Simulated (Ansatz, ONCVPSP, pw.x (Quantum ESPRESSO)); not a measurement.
pw.x on bcc W: one setting changed

Potential: optimised norm-conserving Vanderbilt (ONCV), ONCVPSP 4.0.1.1 (patched build), LDA (Perdew-Wang 92); core [Kr] 4d10 4f14, reference 5s2 5p6 5d4.5 6s1.5; waves: 5s+6s: rc 1.65 bohr, ncon 3, nbas 7, qcut 6 1/bohr, 2 projectors; 5p: rc 1.95 bohr, ncon 5, nbas 9, qcut 5.9 1/bohr, 1 projector; 5d: rc 2.75 bohr, ncon 4, nbas 9, qcut 5.7 1/bohr, 3 projectors, debl 3.2 Ha; f scattering state at 0.09 Ha: rc 2.95 bohr, ncon 4, nbas 7, qcut 3.4 1/bohr, 2 projectors, debl 1 Ha; local part: polynomial inside 1.25 bohr (lpopt 5, dvloc0 4 Ha); core correction: none.

The reference run (k-mesh 15³, cutoffs 45/180 Ry, Fermi–Dirac 0.01 Ry, mixing_beta 0.4, conv_thr 1e-9, no spin) gives -4.18 GPa at 15.430 Å³/atom, where all-electron LAPW gives -0.34 GPa. This run, with its own iteration cap, changes mixing_mode to TF.

```
&control
  calculation='scf', prefix='x', pseudo_dir='./', outdir='./tmp', tstress=.true., disk_io='none'
/
&system
  ibrav=0, nat=1, ntyp=1, ecutwfc=45, ecutrho=180, nbnd=15,
  occupations='smearing', smearing='fd', degauss=0.01
/
&electrons
  conv_thr=1e-09, mixing_beta=0.4, electron_maxstep=50, mixing_mode='TF'
/
ATOMIC_SPECIES
W 1.0 W.UPF
CELL_PARAMETERS angstrom
  -1.56832228 1.56832228 1.56832228
  1.56832228 -1.56832228 1.56832228
  1.56832228 1.56832228 -1.56832228
ATOMIC_POSITIONS crystal
W 0.0000 0.0000 0.0000
K_POINTS automatic
15 15 15 0 0 0
```

```bash
pw.x < W.scf.in > W.scf.out
```

Question: How does the run end?

Answer: It converges in 10 iterations; the free energy moves by +0.0 meV/atom and the pressure by +0.02 GPa. The result is that of the reference run.

```
Message from routine setup:
     using ibrav=0 with symmetry is DISCOURAGED, use correct ibrav instead
     lattice parameter (alat)  =       5.1333  a.u.
     unit-cell volume          =     104.1268 (a.u.)^3
     number of electrons       =        14.00
     number of Kohn-Sham states=           15
     kinetic-energy cutoff     =      45.0000  Ry
     charge density cutoff     =     180.0000  Ry
     scf convergence threshold =      1.0E-09
     Exchange-correlation= SLA  PW   NOGX NOGC
     number of k points=   120  Fermi-Dirac smearing, width (Ry)=  0.0100
     iteration #  1     ecut=    45.00 Ry     beta= 0.40
     total energy              =    -137.35292766 Ry
     estimated scf accuracy    <       0.06185318 Ry
     iteration #  2     ecut=    45.00 Ry     beta= 0.40
     total energy              =    -137.33840868 Ry
     estimated scf accuracy    <       0.02788941 Ry
     iteration #  3     ecut=    45.00 Ry     beta= 0.40
     total energy              =    -137.34258437 Ry
     estimated scf accuracy    <       0.00008390 Ry
     iteration #  4     ecut=    45.00 Ry     beta= 0.40
     total energy              =    -137.34260162 Ry
     estimated scf accuracy    <       0.00002149 Ry
     iteration #  5     ecut=    45.00 Ry     beta= 0.40
     total energy              =    -137.34260589 Ry
     estimated scf accuracy    <       0.00000152 Ry
     iteration #  6     ecut=    45.00 Ry     beta= 0.40
     total energy              =    -137.34260618 Ry
     estimated scf accuracy    <       0.00000003 Ry
     iteration #  7     ecut=    45.00 Ry     beta= 0.40
     total energy              =    -137.34260617 Ry
     estimated scf accuracy    <       0.00000002 Ry
     iteration #  8     ecut=    45.00 Ry     beta= 0.40
     total energy              =    -137.34260617 Ry
     estimated scf accuracy    <          6.6E-09 Ry
     iteration #  9     ecut=    45.00 Ry     beta= 0.40
     total energy              =    -137.34260617 Ry
     estimated scf accuracy    <          1.0E-09 Ry
     iteration # 10     ecut=    45.00 Ry     beta= 0.40
     the Fermi energy is    22.7622 ev
!    total energy              =    -137.34260617 Ry
     estimated scf accuracy    <          1.4E-11 Ry
     smearing contrib. (-TS)   =      -0.00209979 Ry
     The total energy is F=E-TS. E is the sum of the following terms:
     one-electron contribution =     -17.77990336 Ry
     hartree contribution      =      15.95318724 Ry
     xc contribution           =     -15.17606099 Ry
     ewald contribution        =    -120.33772927 Ry
     convergence has been achieved in  10 iterations
          total   stress  (Ry/bohr**3)                   (kbar)     P=      -41.57
     Message from routine punch:
     Nothing written, as per user request (disk_io='none')
```

The run took about 14 s on one core of a shared host (Intel(R) Xeon(R) Platinum 8488C, 96 threads, 744 GiB, load 51).
